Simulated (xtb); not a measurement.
C2H7N, singlet, at the geometry of the source list; xtb with GFN1-xTB.

xtb was given this input:
```
$ xtb mol.xyz --gfn 1 --chrg 0 --uhf 0 --json

# file mol.xyz
10

C      1.18970000     0.18650000     0.13320000
N     -0.00830000     0.19880000    -0.68070000
C     -1.20580000    -0.08280000     0.08390000
H      1.35830000    -0.76830000     0.65570000
H      1.10620000     0.97390000     0.88260000
H      2.04980000     0.39670000    -0.49920000
H      0.08390000    -0.48530000    -1.42740000
H     -1.17930000    -1.05360000     0.60350000
H     -2.06480000    -0.06590000    -0.58390000
H     -1.32970000     0.70000000     0.83240000
```

What the program printed (banner, timings and long lists left out):

```
   ID    Z sym.   atoms
    1    6 C      1, 3
    2    7 N      2
    3    1 H      4-10

           -------------------------------------------------
          |                Calculation Setup                |
           -------------------------------------------------

           -------------------------------------------------
          |                 G F N 1 - x T B                 |
           -------------------------------------------------

          ...................................................
          :                      SETUP                      :
          :.................................................:
          :  # basis functions                  26          :
          :  # atomic orbitals                  26          :
          :  # shells                           20          :
          :  # electrons                        20          :
          :  # halogen bonds                     0          :
          :  max. iterations                   250          :
          :  Hamiltonian                  GFN1-xTB          :
          :  restarted?                      false          :
          :  GBSA solvation                  false          :
          :  PC potential                    false          :
          :  electronic temp.          300.0000000     K    :
          :  accuracy                    1.0000000          :
          :  -> integral cutoff          0.2500000E+02      :
          :  -> integral neglect         0.1000000E-07      :
          :  -> SCF convergence          0.1000000E-05 Eh   :
          :  -> wf. convergence          0.2000000E-04 e    :
          :  Broyden damping             0.4000000          :
          :  net charge                          0          :
          :  unpaired electrons                  0          :
          ...................................................

 iter      E             dE          RMSdq      gap      omega  full diag
   1    -11.3091199 -0.113091E+02  0.695E+00    6.43       0.0  T
   2    -11.3234678 -0.143480E-01  0.424E+00    6.98       1.0  T
   3    -11.3237725 -0.304648E-03  0.571E-01    7.30       1.0  T
   4    -11.3247103 -0.937805E-03  0.974E-02    7.16       1.0  T
   5    -11.3247474 -0.370889E-04  0.113E-02    7.17       2.8  T
   6    -11.3247479 -0.567390E-06  0.348E-03    7.17       9.1  T
   7    -11.3247480 -0.413712E-07  0.107E-04    7.17     294.8  T
   8    -11.3247480 -0.179057E-10  0.816E-05    7.17     387.4  T

   *** convergence criteria satisfied after 8 iterations ***

         :::::::::::::::::::::::::::::::::::::::::::::::::::::
         ::                     SUMMARY                     ::
         :::::::::::::::::::::::::::::::::::::::::::::::::::::
         :: total energy             -11.191252501272 Eh    ::
         :: gradient norm              0.015494168501 Eh/a0 ::
         :: HOMO-LUMO gap              7.167310704589 eV    ::
         ::.................................................::
         :: SCC energy               -11.324747987968 Eh    ::
         :: -> electrostatic           0.016049508822 Eh    ::
         :: repulsion energy           0.135683012158 Eh    ::
         :: dispersion energy         -0.002187525462 Eh    ::
         :: halogen bond corr.         0.000000000000 Eh    ::
         :: add. restraining           0.000000000000 Eh    ::
         :: total charge               0.000000000000 e     ::
         :::::::::::::::::::::::::::::::::::::::::::::::::::::

           -------------------------------------------------
          |                Property Printout                |
           -------------------------------------------------

    * Orbital Energies and Occupations

         #    Occupation            Energy/Eh            Energy/eV
      -------------------------------------------------------------
         1        2.0000           -0.7475850             -20.3428
         2        2.0000           -0.6304290             -17.1548
         3        2.0000           -0.6141635             -16.7122
         4        2.0000           -0.5596205             -15.2280
         5        2.0000           -0.5393430             -14.6763
         6        2.0000           -0.5290112             -14.3951
         7        2.0000           -0.5050702             -13.7437
         8        2.0000           -0.4836991             -13.1621
         9        2.0000           -0.4807685             -13.0824
        10        2.0000           -0.3893658             -10.5952 (HOMO)
        11                         -0.1259720              -3.4279 (LUMO)
        12                         -0.1213360              -3.3017
        13                         -0.0907999              -2.4708
        14                         -0.0720592              -1.9608
        15                         -0.0502150              -1.3664
        16                         -0.0476691              -1.2971
        17                         -0.0405332              -1.1030
        18                          0.0955277               2.5994
        19                          0.1216139               3.3093
        20                          0.2555641               6.9543
        21                          0.2638649               7.1801
       ...                                ...                  ...
        26                          0.4562041              12.4139
      -------------------------------------------------------------
                  HL-Gap            0.2633938 Eh            7.1673 eV
             Fermi-level           -0.2576689 Eh           -7.0115 eV

  Mulliken/CM5 charges         n(s)   n(p)   n(d)
     1C     0.05985 -0.03184   0.979  2.961  0.000
     2N    -0.40858 -0.77870   1.464  3.944  0.000
     3C     0.05984 -0.03185   0.979  2.961  0.000
     4H     0.00837  0.06682   0.992  0.000  0.000
     5H     0.02098  0.08302   0.979  0.000  0.000
     6H     0.02046  0.08180   0.980  0.000  0.000
     7H     0.18927  0.37913   0.811  0.000  0.000
     8H     0.00837  0.06682   0.992  0.000  0.000
     9H     0.02045  0.08176   0.980  0.000  0.000
    10H     0.02099  0.08304   0.979  0.000  0.000

Wiberg/Mayer (AO) data.
largest (>0.10) Wiberg bond orders for each atom

 ---------------------------------------------------------------------------
     #   Z sym  total        # sym  WBO       # sym  WBO       # sym  WBO
 ---------------------------------------------------------------------------
     1   6 C    3.980 --     2 N    0.998     5 H    0.989     6 H    0.988
                             4 H    0.982
     2   7 N    3.005 --     1 C    0.998     3 C    0.998     7 H    0.955
     3   6 C    3.980 --     2 N    0.998    10 H    0.989     9 H    0.988
                             8 H    0.982
     4   1 H    1.004 --     1 C    0.982
     5   1 H    1.013 --     1 C    0.989
     6   1 H    1.012 --     1 C    0.988
     7   1 H    0.976 --     2 N    0.955
     8   1 H    1.004 --     3 C    0.982
     9   1 H    1.012 --     3 C    0.988
    10   1 H    1.013 --     3 C    0.989
 ---------------------------------------------------------------------------

Topologies differ in total number of bonds
Writing topology from bond orders to xtbtopo.mol

 dipole moment from electron density (au)
     X       Y       Z
   0.0647  -0.5981   0.1200  total (Debye):    1.559

           -------------------------------------------------
          | TOTAL ENERGY              -11.191252501272 Eh   |
          | GRADIENT NORM               0.015494168501 Eh/α |
          | HOMO-LUMO GAP               7.167310704589 eV   |
           -------------------------------------------------

normal termination of xtb
```
